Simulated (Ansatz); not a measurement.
Reaction: C2H4Cl2 (SMILES ClCCCl) → 2 CH2Cl (SMILES [CH2]Cl, doublet) (the C-C bond breaks)
Each species at its own B3LYP-D3(BJ)/def2-TZVP minimum (Ansatz, an electronic-structure program), one conformer.

Quantity: bond dissociation energy (electronic), in kcal/mol. Open shells are spin-unrestricted; no spin-orbit coupling. CBS(X,Y): correlation extrapolated as X^-3, Hartree-Fock from the larger set. A bracket is a step between two methods taken in the basis named. The functionals are non-relativistic, so their misses hold any scalar relativity. Double hybrids freeze cores in their MP2 part. '+ core + X2C': CCSD(T) terms for core correlation (cc-pwCVTZ, 1s frozen past Ne) and scalar relativity (cc-pVTZ-DK).

CCSD(T)/CBS(cc-pV(T+d)Z,cc-pV(Q+d)Z) + [CCSDT(Q) - CCSD(T)]/cc-pV(D+d)Z + core + X2C (Ansatz) gives 93.6 kcal/mol.

Question: What does PBE/def2-TZVPD (Ansatz) give here, and how do the other levels compare?

Answer: PBE gives 87.4 kcal/mol, 6.2 kcal/mol below it. Differences of the others: r2SCAN/def2-TZVPD (Ansatz) -10.2; PBE0/def2-TZVPD (Ansatz) -6.0; wB97M-V/def2-TZVPD (Ansatz) -1.0; B2PLYP/def2-TZVPD (Ansatz) -5.0; CCSD(T)/CBS(cc-pV(T+d)Z,cc-pV(Q+d)Z) + core + X2C (Ansatz) 0.2 kcal/mol. Nearer than PBE: PBE0/def2-TZVPD, wB97M-V/def2-TZVPD, B2PLYP/def2-TZVPD, CCSD(T)/CBS(cc-pV(T+d)Z,cc-pV(Q+d)Z) + core + X2C.
